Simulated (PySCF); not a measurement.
Diatomics of O with the third period

CCSD(T) with double-zeta basis sets in PySCF, for the lowest determinant that a PBE0 search found; no spin–orbit coupling. De refers to high-spin ground-configuration atoms.

| M | basis | reference, frozen orbitals | state (unpaired electrons) | Re (Å) | ωe (cm⁻¹) | De (eV) |
| --- | --- | --- | --- | --- | --- | --- |
| Na | aug-cc-pVDZ | UHF, 2 | doublet (π ↑) | 2.064 | 474 | 2.52 |
| Al | cc-pV(D+d)Z/cc-pVDZ | UHF, 6 | doublet (σ ↑) | 1.654 | 906 | 4.32 |
| Si | def2-SVP | RHF, 6 | singlet (closed shell) | 1.537 | 1206 | 7.39 |
| P | def2-SVP | ROHF, 6 | doublet (π ↑) | 1.509 | 1193 | 4.98 |
| S | aug-cc-pV(D+d)Z/aug-cc-pVDZ | ROHF, 6 | triplet (π ↑↑) | 1.520 | 1080 | 4.72 |

(1) By what factor does the harmonic wavenumber vary along the series?

The rows differ in basis set, which adds steps of its own.

The state changes along the series, so neighbouring rows are not always alike in their bonding.

Correlated steps freeze the inner cores (2 to 6 orbitals); shallow outer-core shells are correlated. UHF and ROHF references stand side by side, which adds small steps between rows. Correlated levels converge slowly with the basis: in double zeta they bind strong bonds too weakly, by up to about 1 eV, and carry superposition errors of some tenths. Where the molecule has an RHF reference, its open-shell atoms are computed with UHF. The CCSD T1 diagnostic is raised in AlO, SiO, a sign that a single reference may not be enough there. States were picked by a PBE0 search and need not be the measured ground states.

## Answers

(1) At CCSD(T) it runs from 474 cm⁻¹ (NaO) to 1206 cm⁻¹ (SiO), a factor of 2.54.
